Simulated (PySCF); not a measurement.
Choosing a basis for TDDFT

Compound: C₂H₃F₃.
Z-matrix (Å and degrees, PBE0-D3(BJ)/def2-SVP geometry), rows numbered from 1:
```
C 
C   1  1.4989
F   2  1.3380  1  111.59
F   2  1.3378  1  111.49  3  -120.02
F   2  1.3378  1  111.61  3   120.02
H   1  1.0972  2  109.55  3   -59.85
H   1  1.0973  2  109.45  3  -179.88
H   1  1.0973  2  109.45  3    60.21
```

TDDFT with PBE0 (PySCF), vertical singlets, core orbitals frozen in the response, spherical d and f functions. Geometry: PBE0-D3(BJ)/def2-SVP; no solvent, vibrations or thermal averaging.

```
      basis  functions  diffuse  S1 (eV)  S2 (eV)  S3 (eV)  S4 (eV)  S5 (eV)  LUMO (eV)  α (au)
     6-31G*         76       no    12.34    12.55    12.56    13.00    13.00       3.28    22.9
   def2-SVP         85       no    11.55    12.10    12.10    12.33    12.34       2.13    22.4
    6-31+G*         96      yes    10.25    10.82    10.82    11.05    11.23       0.46    27.0
  def2-SVPD        133      yes    10.51    11.03    11.04    11.30    11.78       0.69    29.3
aug-cc-pVDZ        142      yes     9.81    10.38    10.38    10.63    10.77      -0.06    29.6
  def2-TZVP        173       no    10.98    11.54    11.54    11.86    12.09       1.40    27.2
 def2-TZVPD        221      yes    10.06    10.65    10.65    10.88    11.22       0.30    29.9
aug-cc-pVTZ        299      yes     9.80    10.39    10.39    10.63    10.71      -0.10    29.9
```

Q: Compare the sets with the largest diffuse one.

A: States are compared by their number. Against the largest diffuse basis here (aug-cc-pVTZ, itself not a converged limit), sets without diffuse functions differ by up to 2.54 eV in S1 and 2.29 eV in S5; the smaller diffuse sets differ by up to 0.71 and 1.08 eV. State by state, the largest deviation of a set without diffuse functions is S1 2.54, S2 2.17, S3 2.17, S4 2.37, S5 2.29 eV. The same number needn't mean the same state in each row. Against aug-cc-pVTZ the polarisability deviates by -24% in 6-31G*, -25% in def2-SVP, -10% in 6-31+G*, -2% in def2-SVPD, -1% in aug-cc-pVDZ, -9% in def2-TZVP, 0% in def2-TZVPD. A single + in a Pople set puts diffuse functions on heavy atoms only.
